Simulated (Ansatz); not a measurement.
**CHBO: single points off equilibrium**

One table from this session's results is given with a row withheld; the runs are named, their logs left out.

The runs use Ansatz 0.2.0, Gaussian basis; single points in def2-TZVPP.

Correlated methods freeze the cores.

### Where the work starts

SMILES `B1=CO1`, 4 atoms, charge 0, spin multiplicity 1.

Atoms are counted from 1 here; the program's logs count them from 0.

Bond lengths: B1–C2 1.723 Å, B1–O3 1.689 Å, C2–O3 1.270 Å, C2–H4 1.102 Å. Angles: C2–B1–O3 43.7°, B1–C2–O3 66.7°, B1–C2–H4 162.5°, O3–C2–H4 112.3°, B1–O3–C2 69.6°.

Geometry (Å):

```xyz
4
charge 0, multiplicity 1
B    -1.40450   -0.35151    0.09731
C     0.17989    0.32647    0.09473
O     0.17598   -0.94089    0.01256
H     1.15416    0.72143    0.42398
```

The first run:

Input file run/in.yaml:

```yaml
crystal:
  periodic: [false, false, false]
  atoms:
    - {symbol: B, position_ang: [-1.404500, -0.351507, 0.097313]}
    - {symbol: C, position_ang: [0.179889, 0.326471, 0.094730]}
    - {symbol: O, position_ang: [0.175982, -0.940890, 0.012560]}
    - {symbol: H, position_ang: [1.154163, 0.721428, 0.423977]}
basis:
  gaussian: {orbitals: def2-TZVPP}
hamiltonian: {xc: pbe, dispersion: d4}
output: {forces: true}
```

Run with:

```console
$ ansatz run in.yaml --threads 2 --pin off --events-out ev --progress --plain --max-ram 3481MiB
```

Among the steps run: PBE-D4/def2-TZVPP; r2SCAN-D4/def2-TZVPP; PBE0-D4/def2-TZVPP; wB97M-V/def2-TZVPP; CCSD(T)/def2-TZVPP.

One table of the session follows, with a row left open; its other results are not shown here.

| method | RMS force component (eV/Å) | angle to CCSD(T) forces (°) | dipole (D) |
| --- | --- | --- | --- |
| PBE-D4 | 0.703 | 13.8 | 3.22 |
| r2SCAN-D4 | 0.837 | 14.0 | 3.29 |
| PBE0-D4 | 1.001 | 22.3 | 3.25 |
| wB97M-V | ? | ? | ? |
| CCSD(T) | 0.743 | reference | 3.06 |

**Question.** Estimate the row for wB97M-V.

The run gave: RMS force component (eV/Å): 0.946; angle to CCSD(T) forces (°): 19.9; dipole (D): 3.18. In the column «RMS force component (eV/Å)» it lies between r2SCAN-D4 (0.837) and PBE0-D4 (1.001).

To keep in mind: CCSD(T) in triple zeta still lacks some correlation energy of the bonds, so part of these gaps is its own basis error and they don't rank the functionals.
